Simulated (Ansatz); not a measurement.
SCO, singlet: the ladder up to RCCSDTQ

Geometry: MP2(full)/6-31G*, from the G2/97 set.

```xyz
3

O     0.0000    0.0000   -1.3076
C     0.0000    0.0000   -0.1288
S     0.0000    0.0000    1.4364
```

Basis cc-pV(D+d)Z; Ansatz 0.2.0. Only valence electrons are correlated (noble-gas cores frozen), which leaves 16 electrons in 44 orbitals. R marks a restricted (for open shells ROHF) determinant.

Full CI isn't at hand for all of this; RCCSDTQ serves as the reference, and is uncertain by the last step of the cluster series or more.

The UHF ⟨S²⟩ is 0.000. The T1 diagnostic (RCCSD) is 0.0209. The largest doubles amplitude (RCCSD) is 0.072.

Q: From what is known of these methods and the diagnostics, rank them by the size of their error in total energy against RCCSDTQ in cc-pV(D+d)Z, smallest first (an estimate: the text doesn't fix the numbers).
A. RCCSD
B. RCCSDT(Q)
C. RHF
D. RCCSD(T)
E. RCCSDT

A: B (0.27 mEh), E (1.90 mEh), D (2.48 mEh), A (23.64 mEh), C (470.17 mEh).

All errors are against RCCSDTQ in cc-pV(D+d)Z. Below it: RCCSDT(Q). Within each family the higher level lies nearer, as is usual though not guaranteed.

Atomization energy (electronic, same basis, no zero-point term; atoms at the same level, unrestricted beside the R rows where the molecule is a closed shell, with restricted open-shell steps beyond CCSDT(Q)) at RCCSDTQ: 1277.9 kJ/mol. Errors of other levels:

```csv
level,error (kJ/mol)
RHF,-447.6
RMP2,83.2
RCCSD,-51.5
RCCSD(T),-4.0
RCCSDT,-4.4
RCCSDT(Q),0.8
```

This basis is far from its limit, so the value isn't to be set against a measured one.
